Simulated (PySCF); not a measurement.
H2CS (singlet). Method: B3LYP/[C def2-TZVP, S def2-TZVP, H def2-TZVP], no relativity, density fitting, PySCF.

Harmonic bands of its minimum:

| ω (cm⁻¹) | IR (km/mol) |
| --- | --- |
| 1004 | 3.1 |
| 1031 | 41.6 |
| 1093 | 13.3 |
| 1497 | 4.9 |
| 3062 | 32.8 |
| 3141 | 8.2 |

Question: The central atom is C. Infer the point group and assign the bands.

Answer: C2v. The modes span 2b2 + b1 + 3a1: 1004 b2, 1031 b1, 1093 a1, 1497 a1, 3062 a1, 3141 b2. The computed geometry has C–H 1.089 Å (×2), C–S 1.606 Å; H–C–H 115.5°, H–C–S 122.3° (×2).

Other isomers or separated fragments may lie lower.
